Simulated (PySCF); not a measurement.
# C4H6O (Cyclobutanone): levels of theory compared

Wanted: a comparison of 6 runs (HF/STO-3G, B3LYP/def2-SVP, CAM-B3LYP/def2-SVP, M06-2X/def2-SVP, PBE0/def2-SVP, wB97M-V/def2-SVP) of C4H6O (Cyclobutanone). 

The calculation is run with PySCF 2.14.0.

3 further runs of the same task are left out: 3 set aside as unsound or not needed. Runs told in other sessions of the task aren't counted.

## (1) The molecule

C4H6O has 11 atoms, charge 0, and is taken as a singlet. As SMILES, `O=C1CCC1`. The C4–H9 distance was set to 2.392 Å, away from the relaxed value. At this shape a bond of the SMILES string is far longer than usual.

Bond lengths: O1–C2 1.196 Å, C2–C3 1.514 Å, C3–C4 1.540 Å, C2–C5 1.514 Å, C4–C5 1.540 Å, C3–H6 1.089 Å, C3–H7 1.089 Å, C4–H8 1.087 Å, C5–H10 1.089 Å, C5–H11 1.089 Å. Some angles: O1–C2–C3 133.9°, O1–C2–C5 133.9°, C3–C2–C5 92.3°, C2–C3–C4 88.8°, C3–C4–C5 90.2°, C2–C5–C4 88.8°, C2–C3–H6 113.8°, C2–C3–H7 113.7°, C4–C3–H6 115.8°, C4–C3–H7 115.7°.

## (2) The energy at HF/STO-3G (run 1)

File calc.py:

```python
from pyscf import gto, scf

mol = gto.M(
    atom='''
O     -1.067994     5.038263    -3.448072
C      0.016955     3.359052    -2.394228
C      1.187375     3.075858     0.200328
C      1.955152     0.360322    -0.511966
C      0.750527     0.696806    -3.140198
H     -0.162834     3.248126     1.742628
H      2.739030     4.379523     0.553688
H      3.984265     0.040334    -0.549534
H      0.010979    -2.838973     2.020231
H      2.047012     0.612713    -4.735202
H     -0.855853    -0.521273    -3.549739
''',
    spin=0,
    verbose=3,
    basis='sto-3g',
    max_memory=1860,
    unit='bohr',
)

mf = scf.RHF(mol)
mf.conv_tol = 1e-10
mf.kernel()
if not mf.converged:
    mf = mf.newton().run(mf.mo_coeff, mf.mo_occ)

energy = mf.e_tot
print('Final energy', energy)
```

Command:

```
$ OMP_NUM_THREADS=1 python calc.py
```

Output:

```text
<dir> SyntaxWarning: invalid escape sequence '\W'
  S = {(paw_set(r)[0], bool(re.search(r"spin_orbit\W+true|paw_fr", str((r.get("files") or {}).get("input") or "")) or re.search("(?i)spin.orbit\W+(value\W+)?(true|yes)|value\W+spin-orbit", json.dumps(r.get("inputs"), default=str)))) for r in records}
converged SCF energy = -226.607576008336
Final energy -226.60757600833583
```

Wall time 0.61 s (1 thread of Arm Neoverse V2, shared host); peak memory 0.1 GiB.

## (3) A single-point energy at B3LYP/def2-SVP (run 2)

File mol.xyz:

```xyz
11
C4H6O
O     -0.565158     2.666134    -1.824641
C      0.008972     1.777534    -1.266971
C      0.628332     1.627674     0.106009
C      1.034622     0.190674    -0.270921
C      0.397162     0.368734    -1.661721
H     -0.086168     1.718834     0.922159
H      1.449432     2.317544     0.292999
H      2.108382     0.021344    -0.290801
H      0.005810    -1.502320     1.069060
H      1.083232     0.324234    -2.505761
H     -0.452898    -0.275846    -1.878441
```

File calc.py:

```python
from pyscf import gto, dft

mol = gto.M(
    atom='mol.xyz',
    max_memory=1860,
    verbose=3,
    basis='def2-svp',
)

myscf = dft.RKS(mol, xc='b3lyp')
myscf.conv_tol = 1e-10
myscf.grids.level = 5
myscf.kernel()
if not myscf.converged:
    myscf = myscf.newton().run(myscf.mo_coeff, myscf.mo_occ)

etot = myscf.e_tot
print('E = %.10f Eh' % etot)
```

Command:

```
$ OMP_NUM_THREADS=1 python calc.py
```

Output:

```text
<dir> SyntaxWarning: invalid escape sequence '\W'
  S = {(paw_set(r)[0], bool(re.search(r"spin_orbit\W+true|paw_fr", str((r.get("files") or {}).get("input") or "")) or re.search("(?i)spin.orbit\W+(value\W+)?(true|yes)|value\W+spin-orbit", json.dumps(r.get("inputs"), default=str)))) for r in records}
converged SCF energy = -230.887119286135
E = -230.8871192861 Eh
```

Wall time 30 s (1 thread of Arm Neoverse V2, shared host); peak memory 0.51 GiB.

Run 3 isn't shown in full; the table further down has it.

## (4) A single-point energy at M06-2X/def2-SVP (run 4)

File run.py:

```python
from pyscf import gto, dft

molecule = gto.M(
    atom='''
O       -0.565158       2.666134      -1.824641
C        0.008972       1.777534      -1.266971
C        0.628332       1.627674       0.106009
C        1.034622       0.190674      -0.270921
C        0.397162       0.368734      -1.661721
H       -0.086168       1.718834       0.922159
H        1.449432       2.317544       0.292999
H        2.108382       0.021344      -0.290801
H        0.005810      -1.502320       1.069060
H        1.083232       0.324234      -2.505761
H       -0.452898      -0.275846      -1.878441
''',
    verbose=4,
    max_memory=1860,
    spin=0,
    basis='def2-svp',
)

mf = dft.RKS(molecule)
mf.xc = 'm06-2x'
mf.grids.level = 5
mf.conv_tol = 1e-10
mf.kernel()
if not mf.converged:
    mf = mf.newton().run(mf.mo_coeff, mf.mo_occ)

e_tot = mf.e_tot
print(f'total energy: {e_tot:.8f} hartree')
```

Command:

```
$ OMP_NUM_THREADS=1 python run.py
```

Output:

```text
<dir> SyntaxWarning: invalid escape sequence '\W'
  S = {(paw_set(r)[0], bool(re.search(r"spin_orbit\W+true|paw_fr", str((r.get("files") or {}).get("input") or "")) or re.search("(?i)spin.orbit\W+(value\W+)?(true|yes)|value\W+spin-orbit", json.dumps(r.get("inputs"), default=str)))) for r in records}

PySCF version 2.14.0

[... 82 lines left out ...]
converged SCF energy = -230.761178566657
total energy: -230.76117857 hartree
```

Wall time 56 s (1 thread of Arm Neoverse V2, shared host); peak memory 0.56 GiB.

Run 5 isn't shown in full; the table further down has it.

## (5) The energy at wB97M-V/def2-SVP (run 6)

File calc.py:

```python
from pyscf import gto, dft

mol = gto.Mole()
mol.atom = '''
O     -0.565158     2.666134    -1.824641
C      0.008972     1.777534    -1.266971
C      0.628332     1.627674     0.106009
C      1.034622     0.190674    -0.270921
C      0.397162     0.368734    -1.661721
H     -0.086168     1.718834     0.922159
H      1.449432     2.317544     0.292999
H      2.108382     0.021344    -0.290801
H      0.005810    -1.502320     1.069060
H      1.083232     0.324234    -2.505761
H     -0.452898    -0.275846    -1.878441
'''
mol.basis = 'def2-svp'
mol.verbose = 3
mol.max_memory = 1860
mol.build()

myscf = dft.RKS(mol)
myscf.xc = 'wb97m-v'
myscf.conv_tol = 1e-10
myscf.nlcgrids.level = 1
myscf.grids.level = 5
myscf.kernel()
if not myscf.converged:
    myscf = myscf.newton().run(myscf.mo_coeff, myscf.mo_occ)

e_tot = myscf.e_tot
print('E(%s) = %.9f' % ('WB97M-V', e_tot))
```

Command:

```
$ OMP_NUM_THREADS=1 python calc.py
```

Output:

```text
<dir> SyntaxWarning: invalid escape sequence '\W'
  S = {(paw_set(r)[0], bool(re.search(r"spin_orbit\W+true|paw_fr", str((r.get("files") or {}).get("input") or "")) or re.search("(?i)spin.orbit\W+(value\W+)?(true|yes)|value\W+spin-orbit", json.dumps(r.get("inputs"), default=str)))) for r in records}
converged SCF energy = -230.772283927466
E(WB97M-V) = -230.772283927
```

Wall time 2.4 min (1 thread of Arm Neoverse V2, shared host); peak memory 0.57 GiB.

## (6) Overview of the runs

| run | level | integration grid | nlc grid | energy (Eh) | dipole moment (D) | HOMO energy (eV) | LUMO energy (eV) | wall time |
| --- | --- | --- | --- | --- | --- | --- | --- | --- |
| 1 | HF/STO-3G | – | – | -226.607576 | 1.33 | -6.22 | 3.20 | 0.61 s |
| 2 | B3LYP/def2-SVP | 5 | – | -230.887119 | 1.80 | -6.99 | -3.32 | 30 s |
| 3 | CAM-B3LYP/def2-SVP | 5 | – | -230.757275 | 1.85 | -8.35 | -2.03 | 38 s |
| 4 | M06-2X/def2-SVP | 5 | – | -230.761179 | 1.86 | -8.05 | -2.30 | 56 s |
| 5 | PBE0/def2-SVP | 5 | – | -230.615034 | 1.82 | -7.16 | -3.12 | 29 s |
| 6 | wB97M-V/def2-SVP | 5 | 1 | -230.772284 | 1.81 | -9.08 | -1.12 | 2.4 min |

## (7) Summary of results

| quantity | value |
| --- | --- |
| run 6: total energy | -230.77228 Eh |
| run 6: dipole moment | 1.81 D |
| run 6: HOMO energy | -9.08 eV |
| run 6: LUMO energy | -1.12 eV |
| run 6: HOMO–LUMO gap | 7.95 eV |

The dipole moment (its size) runs from 1.33 D (HF/STO-3G) to 1.86 D (M06-2X/def2-SVP). The two ends differ in method and basis. The HOMO–LUMO gap runs from 3.66 eV (B3LYP/def2-SVP) to 9.42 eV (HF/STO-3G). Totals of different functionals can't be ranked against each other. In run 1 the basis is minimal, so the values are rough. In all runs a closed-shell determinant meets a far-stretched bond; if it breaks into open shells, such a determinant describes it badly, and no broken-symmetry solution was shown. All runs together took 4.9 min, the longest 2.4 min.
